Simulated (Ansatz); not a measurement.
# C3H4: one species, many methods

Aim: compute C3H4 with functionals from several rungs and with coupled cluster, and see how far each lands from CCSD(T) at the basis-set limit for the atomisation energy.

Method: functionals in def2-TZVPP, the program's frozen cores in correlated methods; program: Ansatz 0.2.0, Gaussian basis.

Levels to be run: LDA (SPW92), PBE-D4, revPBE-D4, BLYP-D4, r2SCAN-D4, B97M-V, PBE0-D4, B3LYP-D4, r2SCANh-D4, r2SCAN0-D4, HSE06-D4, BHLYP-D4, CAM-B3LYP-D4, LC-ωPBE, ωB97X-V, ωB97M-V, B2PLYP, PBE-QIDH; CCSD(T)/def2-SVP; CCSD(T)/def2-TZVPP; CCSD(T)/def2-QZVPP; extrapolation to the limit; RPA on PBE.

## (1) Structure used throughout

All runs share one geometry, relaxed beforehand with PBE0-D4 in a triple-zeta def2 set.

7 atoms, charge 0, spin multiplicity 1.

Atoms are counted from 1 here; the program's logs count them from 0.

Bond lengths: C1–C2 1.287 Å, C1–C3 1.498 Å, C1–H4 1.076 Å, C2–C3 1.498 Å, C2–H5 1.076 Å, C3–H6 1.091 Å, C3–H7 1.091 Å. Angles: C2–C1–C3 64.6°, C2–C1–H4 149.8°, C3–C1–H4 145.6°, C1–C2–C3 64.6°, C1–C2–H5 149.8°, C3–C2–H5 145.6°, C1–C3–C2 50.9°, C1–C3–H6 119.6°, C1–C3–H7 119.6°, C2–C3–H6 119.6°, C2–C3–H7 119.6°, H6–C3–H7 113.6°.

## (2) LDA

This LDA is Slater exchange with PW92 correlation.

in.yaml

```yaml
crystal:
  periodic: [false, false, false]
  atoms:
    - {symbol: C, position_ang: [-0.743404, -0.258001, -0.383048]}
    - {symbol: C, position_ang: [0.223607, 0.549093, -0.647398]}
    - {symbol: C, position_ang: [0.350067, -0.206998, 0.639851]}
    - {symbol: H, position_ang: [-1.686474, -0.700493, -0.654018]}
    - {symbol: H, position_ang: [0.678838, 1.273567, -1.300467]}
    - {symbol: H, position_ang: [0.179644, 0.307208, 1.586304]}
    - {symbol: H, position_ang: [1.059020, -1.032376, 0.713074]}
basis:
  gaussian: {orbitals: def2-TZVPP}
hamiltonian: {xc: lda}
output: {orbitals: {seedname: orbitals}}
```

Launch:

```
ansatz run in.yaml --threads 4 --pin off --events-out ev --progress --plain --max-ram 10444MiB
```

After this run come: PBE-D4 (GGA); revPBE-D4 (GGA); BLYP-D4 (GGA); r2SCAN-D4 (meta-GGA); B97M-V (meta-GGA); B3LYP-D4 (hybrid); r2SCANh-D4 (hybrid); r2SCAN0-D4 (hybrid); HSE06-D4 (hybrid); BHLYP-D4 (hybrid); CAM-B3LYP-D4 (range-separated); LC-ωPBE (range-separated); ωB97X-V (range-separated); ωB97M-V (range-separated); B2PLYP (double hybrid); PBE-QIDH (double hybrid); CCSD(T) in def2-SVP; CCSD(T) in def2-TZVPP; CCSD(T) in def2-QZVPP; RPA on PBE orbitals.

Q: Predict the results of all the runs planned. Wanted: atomisation energy, CCSD(T)/CBS; farthest beyond LDA; mean size of error, GGA; mean size of error, meta-GGA; mean size of error, hybrid; mean size of error, range-separated; mean size of error, double hybrid; gap, smallest and largest; T1 diagnostic.

**Answer**, as computed:

| quantity | value |
| --- | --- |
| atomisation energy, CCSD(T)/CBS | 2842.0 kJ/mol |
| functionals within 14.2 kJ/mol (0.5 %) | BLYP-D4, B3LYP-D4, r2SCANh-D4, ωB97X-V, B2PLYP, PBE-QIDH |
| farthest beyond LDA | PBE-D4 (+102.7 kJ/mol) |
| mean size of error, GGA | 47.2 kJ/mol |
| mean size of error, meta-GGA | 20.4 kJ/mol |
| mean size of error, hybrid | 35.1 kJ/mol |
| mean size of error, range-separated | 18.2 kJ/mol |
| mean size of error, double hybrid | 13.0 kJ/mol |
| gap, smallest and largest | 4.98 eV (LDA (SPW92)), 12.51 eV (LC-ωPBE) |
| T1 diagnostic | 0.0097 |
| triples share of the correlation energy | 4.5 % |

What this shows: LDA overbinds by 441.4 kJ/mol (16 %). PBE-D4 misses by +102.7 kJ/mol. Double hybrids carry the basis error of their MP2 part in triple zeta, and no dispersion term here, so their miss is partly the set-up's. By mean error the best rung here is double hybrid (13.0 kJ/mol) and the worst beyond LDA is GGA (47.2 kJ/mol). The gap between the best rungs is small, so their order is not settled. The reference freezes the cores and leaves out relativity and excitations past (T), so misses under about 14.2 kJ/mol can't be ranked. Hartree-Fock recovers 73 % of the binding; the rest is correlation. CCSD(T) in def2-SVP is off by -100.6 kJ/mol, so the small basis spoils what the method gains. Orbital gaps span 5.0 to 12.5 eV; exact exchange widens them.
